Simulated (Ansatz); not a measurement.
C4H7NO can be A, `COCCC#N`, or B, `O=C1CCCN1`.

Program: Ansatz. Geometries: PBE0-D4/def2-TZVP. ΔE: electronic, gas phase. CCSD(T)/CBS adds triple-zeta CCSD(T) − MP2 to the extrapolated MP2 energy (def2 sets, frozen cores). DFT in def2-TZVPP. Each species was taken in one conformer, which may not be the lowest.

A:

```xyz
13

C    -0.0272   -1.2433    1.3086
O    -0.1336    0.1544    1.2335
C     0.6192    0.7348    0.2132
C     0.0835    0.4574   -1.1952
C    -1.2820    0.9185   -1.3782
N    -2.3607    1.2879   -1.5220
H    -0.5054   -1.7462    0.4590
H     1.0232   -1.5613    1.3620
H    -0.5372   -1.5538    2.2199
H     0.6084    1.8104    0.3985
H     1.6632    0.3896    0.2504
H     0.1245   -0.6105   -1.4255
H     0.7241    0.9622   -1.9243
```

B:

Z-matrix (Å, degrees):
```
C
C 1 1.520
C 1 1.524 2 104.4
H 1 1.095 2 107.3 3 119.3
H 1 1.089 2 110.5 3 -123.8
N 2 1.361 1 106.7 3 -13.3
O 2 1.209 1 127.4 3 167.6
C 3 1.533 1 103.9 2 25.5
H 3 1.090 1 113.8 2 147.6
H 3 1.092 1 109.9 2 -91.3
H 6 1.006 2 119.9 1 -170.4
H 8 1.092 3 112.3 1 -147.5
H 8 1.098 3 111.4 1 91.4
```

Which is lower in electronic energy at CCSD(T)/CBS, and by how much? (Best estimate.)

The calculation gave: B, by 33.0 kcal/mol.

Give E(B) − E(A) in kcal/mol with MP2/def2-TZVPP, ωB97M-V, PBE-D4, HF/def2-TZVPP, r2SCAN-D4, PBE0-D4, B2PLYP. (Estimate.)

Computed: MP2/def2-TZVPP -32.5, ωB97M-V -35.7, PBE-D4 -39.9, HF/def2-TZVPP -29.3, r2SCAN-D4 -39.2, PBE0-D4 -41.8, B2PLYP -32.1. None reverses the order clearly.

Largest T1 diagnostic: 0.013.

From PBE to PBE0 (25 % exact exchange), in def2-TZVPP and without D4, E(B) − E(A) moves by −2.1 kcal/mol. The D4 term adds −1.2 kcal/mol with B3LYP and −0.5 kcal/mol with PBE0; it sums over pairs of atoms, weighted by their polarisabilities, and B3LYP, whose exchange is more repulsive, gets the larger term.

B3LYP here is the variant with VWN-RPA as its local correlation; programs differ in this.
